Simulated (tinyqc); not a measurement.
Worked calculation: geometry optimisation on the UHF/sto-6g surface (energies and gradients from PySCF), for LiH, spin multiplicity 3. Computed by tinyqc, a small Python program that keeps every step (integrals from PySCF). Settings: charge = 0, multiplicity = 3, basis = sto-6g, optimiser = sd, first Hessian = 1.0, largest step = 0.5, iteration cap = 30. Command: `OMP_NUM_THREADS=1 python tinyqc.py 23089 23090 out.jsonl` (the two numbers bound the seeds that draw the settings). One thread of a shared host (Intel(R) Xeon(R) Processor @ 2.60GHz), about 3 s of CPU time with the checks.

## Step 1: energy and gradient

positions at the start (bohr):
```
            x         y         z
1Li  0.000000  0.000000  0.000000
2H   0.000000  0.000000  3.123717
```

Self-consistent energy and analytic gradient at these positions.

energy = -7.85746757 hartree

gradient (hartree/bohr):
```
              x           y            z
1Li  0.00000000  0.00000000   0.02098619
2H   0.00000000  0.00000000  -0.02098619
```

## Step 1: move

Steepest descent, p = -g / 1; steps longer than 0.5 bohr are cut back.

positions after step 1 (bohr):
```
            x         y          z
1Li  0.000000  0.000000  -0.020986
2H   0.000000  0.000000   3.144703
```

## Step 2: energy and gradient

As before.

energy = -7.85830938 hartree

gradient (hartree/bohr):
```
              x           y            z
1Li  0.00000000  0.00000000   0.01915042
2H   0.00000000  0.00000000  -0.01915042
```

## Step 2: move

As before.

positions after step 2 (bohr):
```
            x         y          z
1Li  0.000000  0.000000  -0.040137
2H   0.000000  0.000000   3.163854
```

## Convergence

Stop when the largest gradient component is below 3e-5 hartree/bohr.

Course of the optimisation:

| step | E (hartree) | largest gradient (hartree/bohr) |
|---|---|---|
| 1 | -7.85746757 | 2.10e-02 |
| 2 | -7.85830938 | 1.92e-02 |
| 3 | -7.85901273 | 1.76e-02 |
| 4 | -7.85960819 | 1.63e-02 |
| 5 | -7.86011809 | 1.51e-02 |
| 6 | -7.86055904 | 1.41e-02 |
| 7 | -7.86094369 | 1.32e-02 |
| 8 | -7.86128181 | 1.24e-02 |
| 9 | -7.86158109 | 1.17e-02 |
| 10 | -7.86184762 | 1.11e-02 |
| 11 | -7.86208632 | 1.05e-02 |
| 12 | -7.86230118 | 9.98e-03 |
| 13 | -7.86249547 | 9.50e-03 |
| 14 | -7.86267193 | 9.07e-03 |
| 15 | -7.86283280 | 8.67e-03 |
| 16 | -7.86298001 | 8.31e-03 |
| 17 | -7.86311517 | 7.97e-03 |
| 18 | -7.86323965 | 7.66e-03 |
| 19 | -7.86335463 | 7.37e-03 |
| 20 | -7.86346113 | 7.10e-03 |
| 21 | -7.86356002 | 6.84e-03 |
| 22 | -7.86365207 | 6.61e-03 |
| 23 | -7.86373795 | 6.39e-03 |
| 24 | -7.86381825 | 6.18e-03 |
| 25 | -7.86389347 | 5.99e-03 |
| 26 | -7.86396408 | 5.81e-03 |
| 27 | -7.86403047 | 5.63e-03 |
| 28 | -7.86409301 | 5.47e-03 |
| 29 | -7.86415202 | 5.32e-03 |
| 30 | -7.86420778 | 5.17e-03 |

Distances after the last move, whose energy is not in the table (angstrom):

| pair | distance |
|---|---|
| 2H-1Li | 1.967436 |

Not converged within 30 steps: the energy falls at every step, but slowly. Reruns: method bfgs, first Hessian 0.6, largest step 0.3: converged in 20 (E = -7.87096).
